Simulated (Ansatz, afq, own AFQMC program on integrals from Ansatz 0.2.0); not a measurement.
## Where AFQMC and coupled cluster stand for GeHO, sextet

```tsv
atom	x (Å)	y (Å)	z (Å)
Ge	0.0000	-0.0375	0.3220
O	0.0000	0.0862	-1.5290
H	0.0000	1.3375	1.0643
```

Connectivity, by distances: GeH–O.

Basis cc-pVTZ. Only valence electrons are correlated. Ansatz 0.2.0 and our own AFQMC program on the same integrals; the CISD trial comes from CCSD amplitudes, and released means the phaseless constraint is let go. Uncertainties: one standard error, sampling alone. No spin–orbit coupling.

Determinant: UHF, the one that the program's search chose, which needn't be the lowest solution. The geometry is a PBE0/def2-TZVP stationary point of this or a neighbouring charge and spin state.

No full CI on the walks' own integrals is used here; CCSDT(Q) serves as the reference and is uncertain by about the last step of the cluster series.

Cautions: no relativity below Rb; no spin-orbit coupling; inner d shell frozen; another spin lies lower (by 6.46 eV).

The T1 diagnostic is 0.0244 and the weight of the determinant in the CISD state is 0.899. The ⟨S²⟩ of the determinant is 8.763 and the size of the correlated space is 11 electrons in 72 orbitals.

```tsv
level	correlation energy (eV)
MP2	-5.8095
CCSD	-6.6732
CCSD(T)	-6.8650
```

Task: Estimate where AFQMC with the constraint released lies against CCSD(T) on the same integrals.

Result: 0.91 ± 0.12 kcal/mol below CCSD(T).

Reference: CCSDT(Q), correlation energy -6.906 eV. The released energy is read at 1.50 1/Eh (meV from the phaseless value at times in 1/Eh: -6 ± 8 at 0.24, -11 ± 7 at 0.50, -5 ± 5 at 1.00, -11 ± 5 at 1.50).

```
         level  E − E(reference) (kcal/mol)  share of correlation (%)
       CCSD(T)                         0.95                     99.40
         CCSDT                         0.15                     99.91
 ph-AFQMC/CISD                  0.28 ± 0.12                     99.82
released AFQMC                  0.04 ± 0.12                     99.98
```

A walk keeps the symmetry of its determinant, which the program's search chose and which needn't be the lowest solution, so a lower state of the same spin and another symmetry isn't excluded. Released energies are given only where the last usable release times agree within the noise; a slower fall can still hide under it.
